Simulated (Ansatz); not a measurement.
We consider rock-salt BaO, described by G0W0@PBE in Ansatz (hard PAW, contour deformation).

The cell has the measured lattice parameters. Conventional cell: a = 5.5400 Å, b = 5.5400 Å, c = 5.5400 Å, α = 90.00°, β = 90.00°, γ = 90.00°.

The quasiparticle gap at Γ at a fixed k mesh 4×4×4:

| response cutoff | value (eV) |
|---|---|
| 150 eV, 326 empty bands | 5.240 |
| 200 eV, 502 empty bands | 5.318 |
| 250 eV, 701 empty bands | 5.363 |
| 300 eV, 921 empty bands | 5.389 |

Taking the value to converge with the response cutoff E as E^(−3/2), extrapolate from the last two rows.

With y = y∞ + c/w and weights w = 3953 and 5196 for the last two rows, y∞ = (w2 y2 − w1 y1)/(w2 − w1) = (5196 × 5.389 − 3953 × 5.363)/1243 = 5.472 eV, which lies 0.083 beyond the last row. Successive pairs of rows give 5.463, 5.476, 5.472. The limit also hangs on the law assumed, so its last digits aren't firm.

The other settings are not extrapolated, so this is the limit in one setting alone.

The smallest gap on this mesh is 3.46 eV, away from Γ.

Spin–orbit coupling is not included.

Ansatz is a program for electronic structure.
